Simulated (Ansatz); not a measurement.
# NH$_{3}$⁺, doublet: the ladder up to UCCSDT(Q)

Geometry: displaced at random from a stationary point.

```json
{"atom": "N", "x (Å)": "0.0153", "y (Å)": "0.0056", "z (Å)": "-0.0022"}
{"atom": "H", "x (Å)": "0.8744", "y (Å)": "0.0278", "z (Å)": "0.0094"}
{"atom": "H", "x (Å)": "-0.5969", "y (Å)": "0.8615", "z (Å)": "-0.0015"}
{"atom": "H", "x (Å)": "-0.4900", "y (Å)": "-0.9674", "z (Å)": "0.0223"}
```

Basis cc-pVTZ; Ansatz 0.2.0. Only valence electrons are correlated (noble-gas cores frozen), which leaves 7 electrons in 71 orbitals. Prefix R: restricted or restricted open-shell reference; prefix U: unrestricted. Active spaces: valence = (7e, 7o) chosen from the atoms' valence shells.

Full CI isn't at hand for all of this; UCCSDT(Q) serves as the reference, and is uncertain by about the last step of the cluster series. The frozen core follows each run's orbitals, which can shift R against U totals by a few meV.

The UHF ⟨S²⟩ is 0.761. The T1 diagnostic (RCCSD) is 0.0138 and the largest doubles amplitude (RCCSD) is 0.031. The T1 diagnostic (UCCSD) is 0.0074.

```csv
level,E − E(UCCSDT(Q)) (kJ/mol),share of correlation (%),wall time
RHF,544.4,0.00,–
UHF,529.9,2.65,–
RMP2,62.0,88.62,–
UMP2,62.9,88.45,–
RCCSD,13.6,97.51,–
UCCSD,13.3,97.56,–
RCCSD(T),1.3,99.75,2.6 s
UCCSD(T),1.3,99.77,2.2 s
BCCD(T),1.4,99.75,3.2 s
RCCSDT,0.5,99.92,–
UCCSDT,0.3,99.94,–
RCCSDT(Q),0.1,99.98,2.5 min
CASSCF (valence space),356.5,34.51,–
NEVPT2 (valence space),65.8,87.91,2.9 s
MRCISD (valence space),12.9,97.63,–
MRCISD+Q (valence space),1.7,99.70,6 s
```

The correlation energy at UCCSDT(Q), counted from RHF, is -5.642 eV. That run took 2.4 min on 1 thread of Intel Xeon Platinum 8259CL, shared host.

Times hold each run's SCF and search for its determinant on a shared host, so for small cases they say little of a method's own cost; they ran on 1 thread of Intel Xeon Platinum 8259CL.

Natural occupations of CASSCF (valence space) about the gap: 1.987 1.979 1.975 1.000 0.024 0.021 0.013; effectively unpaired electrons, Σ n²(2−n)², 1.01.
